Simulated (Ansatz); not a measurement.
## Ansatz (development build ahead of 0.2.0) run

```yaml
crystal:
  periodic: [false, false, false]
  atoms:
    - { symbol: "N", position_ang: [0.0003, 0.00621, 0.12942] }
    - { symbol: H, position_ang: [0.94096, 0.00658, -0.28922] }
    - { symbol: H, position_ang: [-0.47786, 0.80933, -0.28397] }
    - { symbol: H, position_ang: [-0.46497, -0.81072, -0.27415] }
basis:
  gaussian: { orbitals: STO-3G }
hamiltonian:
  xc: hf
correlation:
  method: mp2
  frozen_orbitals: { H: 0, "N": 1 }
```

The input is written out in the form of the current development build from the run's settings.

Results

* Converged: yes
* Reference energy: -55.45520 hartree
* Correlation energy: -0.04879 hartree
* Total energy: -55.50400 hartree
* Spin squared of the determinant: 0.000
